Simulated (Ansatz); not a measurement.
## CH4S, singlet: CASSCF and its corrections

Program: Ansatz, Gaussian basis, development build; CASPT2, NEVPT3, NEVPT4(SD) by development code. Basis cc-pVDZ on C/H, cc-pV(D+d)Z on S, nonrelativistic, 6 orbitals frozen in the corrections. State-specific CASSCF; RHF is the lowest restricted (open-shell) Hartree–Fock solution met. Solutions may break the symmetry of the shape. The lowest solution met needn't be the lowest there is, nor hold the orbitals that a chemist would pick.

Geometry:

```xyz
6

C     0.0000   -0.0190   -1.1504
S     0.0000    0.0866    0.6609
H     0.0000   -1.2330    0.8965
H     0.0000    1.0057   -1.5225
H     0.8923   -0.5218   -1.5234
H    -0.8923   -0.5218   -1.5234
```

(1) What do CASSCF and its corrections give against RHF in CAS(2,2), and what are the occupations?

(2) How do single-reference totals in the same basis and frozen core stand against SC-NEVPT2 in CAS(2,2)?

(3) Roughly how much CPU time does a whole run from the default start take (median of such runs, summed over threads; nearly all runs on one pinned thread of a shared server, mostly Xeon at 2.3 to 2.6 GHz, by a development driver)?

## Answers

(1) CASSCF -0.419 eV, SC-NEVPT2 -7.756 eV, FIC-NEVPT2 -7.759 eV, NEVPT3 -8.622 eV, NEVPT4(SD) -8.930 eV, CASPT2 (IPEA 0) -7.849 eV; occupations 1.98, 0.02. The MRCI reference weight is 0.898.

(2) CCSD(T) -1.280 eV, CCSDT -1.299 eV. Coupled cluster stands on the determinant that it favours, which can lie over the RHF solution above, and is in doubt where the occupations are far from 0, 1 and 2.

(3) CAS(2,2): about 2.1 s. Other jobs ran beside these, and the count of passes differs.
